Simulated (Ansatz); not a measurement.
The input, for Ansatz 0.2.0:

```yaml
crystal:
  periodic: [false, false, false]
  atoms:
    - {symbol: Cl, position_ang: [0.000000, -0.326601, 1.792479]}
    - {symbol: Al, position_ang: [0.000000, 0.853589, 0.030871]}
    - {symbol: P, position_ang: [0.000000, -0.395551, -1.988246]}
    - {symbol: H, position_ang: [0.000000, 0.793281, -2.776193]}
basis:
  gaussian: {orbitals: cc-pVDZ}
total_charge: 1
magnetization: {spin_polarized: false, initial_magnetization: 3}
correlation: {active_space: {ras: {orbitals: [6, 3, 35], electrons: 15, max_holes: 2, max_particles: 2}, fixed_orbitals: true}}
```

```sh
$ ansatz run in.yaml --threads 1 --pin off --events-out ev --progress --plain --max-ram 2816MiB --backend cpu
```

**Question.** Roughly how long does this take on 1 thread of AMD EPYC 7R13, shared host, and how much host memory?

**Answer.** 30 s wall and 0.22 GiB.

```
614 factors; integrals over basis functions are off by at most 6.5e-4 eV
mean field evaluation 1: about -28363.7930 eV, gradient 2.3e1 eV
mean field evaluation 2: about -28363.8282 eV, gradient 2.3e1 eV
mean field evaluation 4: about -28365.9266 eV, gradient 1.1e1 eV
mean field evaluation 8: about -28366.6738 eV, gradient 6.5e-1 eV
mean field evaluation 16: about -28366.6894 eV, gradient 1.5e-6 eV
mean field evaluation 32: about -28364.6358 eV, gradient 1.5e-3 eV
mean field evaluation 64: about -28364.6358 eV, gradient 8.6e-3 eV
mean field -28366.68943226 eV, -1042.4566090029 hartree, gradient 1.6e-6 eV, S^2 3.750000; 6 other end points of the search recorded, 0 dependent functions left out
reference -28366.68943226 eV, -1042.4566090029 hartree; 24, 21 occupied and 35, 38 virtual orbitals, 614 factors
state -28373.72520846 eV, -1042.7151690093 hartree
Total energy: -28373.72520846 eV, -1042.7151690093 hartree
```

For the same geometry and basis UCCSDT(Q) lies 1038.8 meV lower.
